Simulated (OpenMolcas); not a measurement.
# [SiH3]− (SMILES [SiH3-]): levels of theory compared

Aim: a comparison of 6 runs (HF/STO-3G, B2PLYP/STO-3G, B3LYP/STO-3G, ACPF/STO-3G, CISD/STO-3G, CCSD(T)/STO-3G) of [SiH3]−. 

The calculation is run with OpenMolcas 26.06.

1 further run of the same task is left out (set aside as unsound or not needed).

## (1) The structure to begin with

[SiH3]− has 4 atoms, charge -1, and is taken as a singlet. As SMILES, `[SiH3-]`. The shape is that of a PBE0-D4/def2-TZVPD optimisation.

Bond lengths: Si1–H2 1.546 Å, Si1–H3 1.546 Å, Si1–H4 1.546 Å. Angles: H2–Si1–H3 94.1°, H2–Si1–H4 94.1°, H3–Si1–H4 94.1°.

## (2) A single-point energy at HF/STO-3G (run 1)

The input, input.xyz:

```xyz
4

Si     0.539700    -0.050700    -0.300900
H      0.426600     0.622300     1.085900
H     -0.298500    -1.283700     0.106800
H     -0.667800     0.712200    -0.891800
```

The input, calc.input:

```
* H3Si Hartree-Fock

&gateway
 baslib=$CurrDir
 coord=input.xyz
 basis=STO-3G
 group=NoSym

&seward

&scf
 charge=-1
 thresholds=1e-10 1e-07 1e-07 1e-05
 prorbitals=1 1
```

The basis set STO-3G is read from a file made from the Basis Set Exchange's data (not shown).

Started as:

```
$ export MOLCAS_MEM=1860
$ pymolcas calc.input > calc.log
```

Log:

```text
--- Start Module: gateway ---
[...]
--- Stop Module: gateway /rc=_RC_ALL_IS_WELL_ ---
--- Start Module: seward ---
[...]
      Basis functions           12
--- Stop Module: seward /rc=_RC_ALL_IS_WELL_ ---
--- Start Module: scf ---
[...]
       Convergence after  10 Iterations
[...]
::    Total SCF energy                               -287.0980894970
[...]
      Total spin, S                                     0.0000000000
[...]
      Total electronic charge=   18.000000
      Total            charge=   -1.000000
[...]
      Dipole Moment (debye):
      Origin of the operator (angstrom)=    0.4695   -0.0441   -0.2618
                   X=  9.8048E-01               Y= -9.2178E-02               Z= -5.4633E-01           Total=  1.1262E+00
      Center of Charge (angstrom)
[...]
--- Stop Module: scf /rc=_RC_ALL_IS_WELL_ ---
[...]
```

Run time: 1.5 s. Hardware: 1 thread of Arm Neoverse V1, shared host; peak memory 0.37 GiB.

## (3) The energy at B2PLYP/STO-3G (run 2)

input.xyz is that of step 2.

The input, calc.input:

```
&GATEWAY
BASLIB
$CurrDir
COORD
input.xyz
BASIS
STO-3G
GROUP
NoSym
&SEWARD
GRIDINPUT
Grid=UltraFine
End of Grid
&SCF
CHARGE
-1
KSDFT
B2PLYP_SCF
THRESHOLDS
1e-10 1e-07 1e-07 1e-05
PRORBITALS
1 1
&MBPT2
FROZEN
5
```

The basis set STO-3G is read from a file made from the Basis Set Exchange's data (not shown).

Started as:

```
$ export MOLCAS_MEM=1860
$ pymolcas calc.input > calc.log
```

Log:

```text
--- Start Module: gateway ---
[...]
--- Stop Module: gateway /rc=_RC_ALL_IS_WELL_ ---
[...]
      Basis functions           12
[...]
--- Start Module: scf ---
[...]
       Convergence after  11 Iterations
[...]
::    Total KS-DFT energy                            -287.5368305672
[...]
      Total spin, S                                     0.0000000000
[...]
      Total electronic charge=   18.000000
      Total            charge=   -1.000000
[...]
      Dipole Moment (debye):
      Origin of the operator (angstrom)=    0.4695   -0.0441   -0.2618
                   X=  8.6835E-01               Y= -8.1639E-02               Z= -4.8382E-01           Total=  9.9739E-01
      Center of Charge (angstrom)
[...]
--- Stop Module: scf /rc=_RC_ALL_IS_WELL_ ---
[...]
--- Start Module: mbpt2 ---
[...]
 ###    WARNING: MP2 implementation intended for RHF references only         ###
 ###############################################################################
MBPT2 WARNING: Reference function according to RunFile:KS-DFT
I'll assume you know what you're doing and continue
WARNING!
Default frozen orbitals as non valence orbitals is overwritten by user input.
Default values:   2
[...]
       Reference weight ( Cref**2 )         =        0.96550
::    Total MBPT2 energy                             -287.5871764420
[...]
      Total MBPT2 calculations                           0.03      0.03
--- Stop Module: mbpt2 /rc=_RC_ALL_IS_WELL_ ---
[...]
```

It took 3.3 s on 1 thread of Arm Neoverse V1, shared host; peak memory 0.37 GiB.

Run 3 isn't shown in full; the table further down has it.

## (4) A single-point energy at ACPF/STO-3G (run 4)

input.xyz is that of step 3.

The input, calc.inp:

```
&GATEWAY
BasLib = $CurrDir
Coord = input.xyz
Basis = STO-3G
Group = NoSym
&SEWARD
&SCF
Charge = -1
Thresholds = 1e-10 1e-07 1e-07 1e-05
PrOrbitals = 1 1
&MOTRA
Frozen = 5
&GUGA
Electrons = 8
Spin = 1
Inactive = 4
Active = 0
CIAll = 1
&CPF
ACPF
```

The basis set STO-3G is read from a file made from the Basis Set Exchange's data (not shown).

Started as:

```
$ export MOLCAS_MEM=1860
$ pymolcas calc.inp > calc.log
```

Log:

```text
--- Start Module: gateway ---
[...]
--- Stop Module: gateway /rc=_RC_ALL_IS_WELL_ ---
[...]
      Basis functions           12
[...]
       Convergence after  10 Iterations
[...]
::    Total SCF energy                               -287.0980894970
[...]
      Total spin, S                                     0.0000000000
[...]
      *** WARNING: Default frozen orbitals is overwritten by user input.
      *** Default values:   2
[...]
--- Start Module: guga ---
[...]
--- Stop Module: guga /rc=_RC_ALL_IS_WELL_ ---
--- Start Module: cpf ---
[...]
      Active orbitals                            0       0
[...]
      Spin quantum number                      0.0
[...]
     FINAL ACPF ENERGY        -287.15523458
     FINAL CORRELATION ENERGY   -0.05714509  REFERENCE ENERGY    -287.09808950
[...]
      Title:  ACPF natural orbitals
[...]
      Total electronic charge=   18.000000
      Total            charge=   -1.000000
[...]
      Dipole Moment (debye):
      Origin of the operator (angstrom)=    0.4695   -0.0441   -0.2618
                   X=  8.0111E-01               Y= -7.5313E-02               Z= -4.4637E-01           Total=  9.2016E-01
      Quadrupole Moment (debye*angstrom):
[...]
--- Stop Module: cpf /rc=_RC_ALL_IS_WELL_ ---
[...]
```

Wall time 1.7 s (1 thread of Arm Neoverse V1, shared host); peak memory 0.37 GiB.

Run 5 isn't shown in full; the table further down has it.

## (5) The energy at CCSD(T)/STO-3G (run 6)

input.xyz is that of step 4.

The input, calc.inp:

```
&gateway
baslib
$CurrDir
coord
input.xyz
basis
STO-3G
group
NoSym
&seward
&scf
charge
-1
thresholds
1e-10 1e-07 1e-07 1e-05
prorbitals
1 1
&rasscf
fileorb
$Project.ScfOrb
spin
1
nactel
0 0 0
inactive
9
ras2
0
outorbitals
Canonical
orblisting
Nothing
&motra
jobiph
frozen
5
&ccsdt
cct
triples
2
iterations
80
accuracy
1e-08
extrapolation
5 4
```

The basis set STO-3G is read from a file made from the Basis Set Exchange's data (not shown).

Started as:

```
$ export MOLCAS_MEM=1860
$ pymolcas calc.inp > calc.log
```

Log:

```text
--- Start Module: gateway ---
[...]
--- Stop Module: gateway /rc=_RC_ALL_IS_WELL_ ---
[...]
      Basis functions           12
[...]
       Convergence after  10 Iterations
[...]
::    Total SCF energy                               -287.0980894970
[...]
      Total spin, S                                     0.0000000000
[...]
      Number of active orbitals                  0
[...]
      Spin quantum number                      0.0
[...]
      Active orbitals                            0
[...]
      Number of CSFs                             1
[...]
      Number of root(s) required                 1
[...]
      Convergence after  4 iterations
[...]
      Natural orbitals and occupation numbers for root  1
      ************************************************************************************************************************
      *                                                    Final results                                                     *
      ************************************************************************************************************************
[...]
::    RASSCF root number  1 Total energy:   -287.09808950
[...]
      Total electronic charge=   18.000000
      Total            charge=   -1.000000
[...]
      Dipole Moment (debye):
      Origin of the operator (angstrom)=    0.4695   -0.0441   -0.2618
                   X=  9.8048E-01               Y= -9.2178E-02               Z= -5.4633E-01           Total=  1.1262E+00
      Center of Charge (angstrom)
[...]
--- Start Module: motra ---
[...]
      *** WARNING: Default frozen orbitals is overwritten by user input.
      *** Default values:   2
[...]
--- Stop Module: motra /rc=_RC_ALL_IS_WELL_ ---
--- Start Module: ccsdt ---
[...]
      Convergence after                     9  Iterations
      Total energy (diff) :    -287.15485284       0.00000001
[...]
 METHOD                       : CCSD+T(CCSD)+<T3(1)WT1> = CCSD(T)
[...]
       CCSD     =      -287.1548528411513
[...]
--- Stop Module: ccsdt /rc=_RC_ALL_IS_WELL_ ---
[...]
```

It took 2 s on 1 thread of Arm Neoverse V1, shared host; peak memory 0.37 GiB.

## (6) The series

| run | level | frozen core orbitals | integration grid | energy (Eh) | HOMO energy (eV) | LUMO energy (eV) | HOMO–LUMO gap (eV) | wall time |
| --- | --- | --- | --- | --- | --- | --- | --- | --- |
| 1 | HF/STO-3G | – | – | -287.098089 | 3.22 | 22.37 | 19.15 | 1.5 s |
| 2 | B2PLYP/STO-3G | 5 | UltraFine | -287.550424 | 5.14 | 19.30 | 14.16 | 3.3 s |
| 3 | B3LYP/STO-3G | – | UltraFine | -287.728307 | 6.50 | 17.21 | 10.71 | 3.6 s |
| 4 | ACPF/STO-3G | 5 | – | -287.155235 | 3.22 | 22.37 | 19.15 | 1.7 s |
| 5 | CISD/STO-3G | 5 | – | -287.153295 | 3.22 | 22.37 | 19.15 | 1.6 s |
| 6 | CCSD(T)/STO-3G | 5 | – | -287.155003 | 3.22 | 22.37 | 19.15 | 2 s |

## (7) Results

| quantity | value |
| --- | --- |
| run 6: total energy | -287.15500 Eh |
| run 6: HOMO energy (Hartree–Fock orbitals) | 3.22 eV |
| run 6: LUMO energy (Hartree–Fock orbitals) | 22.37 eV |
| run 6: HOMO–LUMO gap (to an unbound level, set by the basis) | 19.15 eV |
| run 6: correlation energy (5 core orbitals frozen) | -56.9 mEh |
| run 6: (T) correction | -0.15 mEh |

In words: Below the HF energy at the same shape and in the same basis (STO-3G): ACPF -57.1 mEh; CISD -55.2 mEh; CCSD(T) -56.9 mEh. Over runs 1, 2, 3 the HOMO–LUMO gap runs from 10.71 eV (B3LYP/STO-3G) to 19.15 eV (HF/STO-3G). Exact exchange widens orbital gaps. The empty levels of an anion lie above zero and hang on the basis. For B2PLYP the log adds the whole second-order term; the table takes 0.27 of it, as the functional is defined. Totals of different functionals can't be ranked against each other. In runs 1, 2, 3, 4, 5, 6 the HOMO lies above zero, so the outermost electron may be held by the basis alone. In runs 1, 2, 3, 4, 5, 6 the basis is minimal, so the values are rough. All runs together took 14 s, the longest 3.6 s.
